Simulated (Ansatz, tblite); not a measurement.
Cost and result up the ladder for the cluster Mg2H (3 atoms). Charge 0, multiplicity 2. Geometry: PBE0-D4/def2-TZVP.

```xyz
3

Mg   -2.5179    0.6798    0.1390
Mg    0.4218   -0.1156   -0.0288
H     2.0961   -0.5642   -0.1102
```

Ansatz on 4 threads of Arm Neoverse V2 on a shared host; xTB runs through tblite on one thread. Times are rough, summed over both states, and most runs start from the orbitals of an earlier one. CCSD(T)/def2-TZVPP serves as the yardstick here, not as an exact answer. Differences are given only for rows in sets of like size (and for xTB, whose basis is part of the method), since another set adds its own error. The other state is a quartet at its own geometry.

The xTB rows come from tblite. B3LYP takes the VWN-RPA correlation. Correlated methods freeze 2 core orbitals; core or outer-core shells of Mg are correlated, in sets that lack core-valence functions. The structure comes from a short search, and lower isomers may exist.

Correlated methods converge slowly with the basis.

xTB has no spin-polarisation term.

| level | functions | wall time | quartet − doublet (eV) | difference from CCSD(T)/def2-TZVPP (eV) | remarks |
| --- | --- | --- | --- | --- | --- |
| GFN1-xTB | 10 | 0.003 s | 5.75 | 3.21 | – |
| GFN2-xTB | 19 | 0.004 s | 6.71 | 4.18 | – |
| HF/STO-3G | 19 | 0.2 s | 5.80 | – | HOMO above zero (quartet) |
| HF/def2-TZVP | 70 | 0.65 s | 1.80 | -0.74 | – |
| MP2/def2-TZVP | 70 | 0.75 s | 2.35 | -0.19 | – |
| PBE-D4/def2-TZVP (with forces) | 70 | 2.2 s | 2.55 | 0.02 | – |
| B3LYP-D4/def2-TZVP | 70 | 2.6 s | 2.78 | 0.24 | – |
| RPA@PBE/def2-TZVP | 70 | 3 s | 2.51 | -0.03 | – |
| CAM-B3LYP-D4/def2-TZVP | 70 | 3.2 s | 2.84 | 0.30 | – |
| r2SCAN-D4/def2-TZVP | 70 | 4 s | 2.29 | -0.24 | – |
| r2SCANh-D4/def2-TZVP | 70 | 4.2 s | 2.32 | -0.21 | – |
| CCSD(T)/def2-TZVPP | 78 | 4.9 s | 2.53 | 0.00 | – |
| r2SCAN0-D4/def2-TZVP | 70 | 6.9 s | 2.37 | -0.17 | – |
